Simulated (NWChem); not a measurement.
System: propane (C3H8); SMILES CCC

Here is an NWChem input.

```
start job
memory heap 200 mb stack 900 mb global 1100 mb
geometry units angstroms noautoz
  C     -1.271095     0.000000     0.257139
  C      0.000000     0.000000    -0.578926
  C      1.271095     0.000000     0.257139
  H     -2.173992     0.000000    -0.372814
  H     -1.321209    -0.887508     0.909034
  H     -1.321209     0.887508     0.909034
  H      0.000000     0.879152    -1.246577
  H      0.000000    -0.879152    -1.246577
  H      2.173992     0.000000    -0.372814
  H      1.321209     0.887508     0.909034
  H      1.321209    -0.887508     0.909034
end
basis spherical
  * library def2-tzvpd
end
dft
  xc r2scan
  iterations 150
  semidirect filesize 400000000
  mulliken
end
task dft energy
```

Structure relaxed at the PBE0/def2-SVP level.

Task: Predict the main results of this run. (r2SCAN/def2-TZVPD.) Quantities: energy (Ha); highest occupied level (eV); orbital gap (eV); dipole (D).

Result: 
```json
{
  "energy (Ha)": "-119.10",
  "highest occupied level (eV)": "-7.97",
  "orbital gap (eV)": "8.66",
  "dipole (D)": "0.09"
}
```
